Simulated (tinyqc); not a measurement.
Inside a calculation. Method: UKS/LDA (VWN5) in the sto-6g basis, for LiH, spin multiplicity 3. One step of it, computed by the program tinyqc.

Problem. Iteration 1: diagonalisation and new density. Diagonalise F' = X^T F X, C = X C', fill 3 alpha and 1 beta electrons from the bottom; D(s) = C_occ C_occ^T. Each column has its largest component positive (the first on a tie).

F(alpha) (hartree), lower triangle:
```
            1Li 1s     1Li 2s    1Li 2px    1Li 2py    1Li 2pz      2H 1s
1Li 1s   -1.726472
1Li 2s   -0.494140  -0.243380
1Li 2px   0.000000   0.000000   0.002948
1Li 2py   0.000000   0.000000  -0.006500  -0.015048
1Li 2pz  -0.008741  -0.078817   0.000000   0.000000  -0.077460
2H 1s    -0.243774  -0.245098   0.000000   0.000000  -0.236698  -0.328108
```

F(beta) (hartree), lower triangle:
```
            1Li 1s     1Li 2s   1Li 2px   1Li 2py    1Li 2pz      2H 1s
1Li 1s   -1.715920
1Li 2s   -0.484458  -0.177288
1Li 2px   0.000000   0.000000  0.052820
1Li 2py   0.000000   0.000000  0.003139  0.060237
1Li 2pz  -0.005608  -0.051289  0.000000  0.000000  -0.004335
2H 1s    -0.236782  -0.178272  0.000000  0.000000  -0.141050  -0.084142
```

X, lower triangle:
```
            1Li 1s     1Li 2s   1Li 2px   1Li 2py    1Li 2pz     2H 1s
1Li 1s    1.022168
1Li 2s   -0.116613   1.148199
1Li 2px   0.000000   0.000000  1.000000
1Li 2py   0.000000   0.000000  0.000000  1.000000
1Li 2pz   0.006722   0.152946  0.000000  0.000000   1.184964
2H 1s    -0.020663  -0.348539  0.000000  0.000000  -0.421873  1.313755
```

Give: F' = X^T F X; orbital energies; coefficients C; F' = X^T F X; orbital energies; coefficients C; D(alpha) after iteration 1; D(beta) after iteration 1.

Solution.

F' = X^T F X (alpha) (hartree), lower triangle:
```
         1        2        3        4        5        6
1  -1.6803
2  -0.2679  -0.0795
3   0.0000   0.0000   0.0029
4   0.0000   0.0000  -0.0065  -0.0150
5   0.0127   0.0268   0.0000   0.0000   0.0670
6  -0.0852  -0.1642   0.0000   0.0000  -0.2258  -0.1408
```

orbital energies (alpha) (hartree): MO1 -1.7317, MO2 -0.3258, MO3 -0.0291, MO4 -0.0172, MO5 0.0051, MO6 0.2531

coefficients C (alpha):
```
            MO1      MO2      MO3     MO4      MO5      MO6
1Li 1s   0.9845  -0.1772  -0.2370  0.0000   0.0000   0.0447
1Li 2s   0.0520   0.2159   0.9511  0.0000   0.0000  -0.7232
1Li 2px  0.0000   0.0000   0.0000  0.3077   0.9515   0.0000
1Li 2py  0.0000   0.0000   0.0000  0.9515  -0.3077   0.0000
1Li 2pz  0.0018   0.2400  -0.4169  0.0000   0.0000  -1.1722
2H 1s    0.0136   0.7528  -0.2389  0.0000   0.0000   1.1840
```

F' = X^T F X (beta) (hartree), lower triangle:
```
         1        2       3       4        5       6
1  -1.6706
2  -0.2663  -0.0170
3   0.0000   0.0000  0.0528
4   0.0000   0.0000  0.0031  0.0602
5   0.0133   0.0439  0.0000  0.0000   0.1204
6  -0.0917  -0.1803  0.0000  0.0000  -0.2251  0.1420
```

orbital energies (beta) (hartree): MO1 -1.7201, MO2 -0.1444, MO3 0.0207, MO4 0.0517, MO5 0.0614, MO6 0.4186

coefficients C (beta):
```
            MO1      MO2      MO3      MO4     MO5      MO6
1Li 1s   0.9867  -0.2025  -0.2078   0.0000  0.0000   0.0349
1Li 2s   0.0471   0.4553   0.8308   0.0000  0.0000  -0.7596
1Li 2px  0.0000   0.0000   0.0000   0.9389  0.3441   0.0000
1Li 2py  0.0000   0.0000   0.0000  -0.3441  0.9389   0.0000
1Li 2pz  0.0006   0.3820  -0.5752   0.0000  0.0000  -1.0624
2H 1s    0.0086   0.5032  -0.1774   0.0000  0.0000   1.3195
```

D(alpha) after iteration 1, lower triangle:
```
          1Li 1s   1Li 2s  1Li 2px  1Li 2py  1Li 2pz   2H 1s
1Li 1s    1.0569
1Li 2s   -0.2125   0.9538
1Li 2px   0.0000   0.0000   0.0000
1Li 2py   0.0000   0.0000   0.0000   0.0000
1Li 2pz   0.0581  -0.3446   0.0000   0.0000   0.2314
2H 1s    -0.0634  -0.0640   0.0000   0.0000   0.2803  0.6241
```

D(beta) after iteration 1, lower triangle:
```
         1Li 1s  1Li 2s  1Li 2px  1Li 2py  1Li 2pz   2H 1s
1Li 1s   0.9735
1Li 2s   0.0465  0.0022
1Li 2px  0.0000  0.0000   0.0000
1Li 2py  0.0000  0.0000   0.0000   0.0000
1Li 2pz  0.0006  0.0000   0.0000   0.0000   0.0000
2H 1s    0.0085  0.0004   0.0000   0.0000   0.0000  0.0001
```
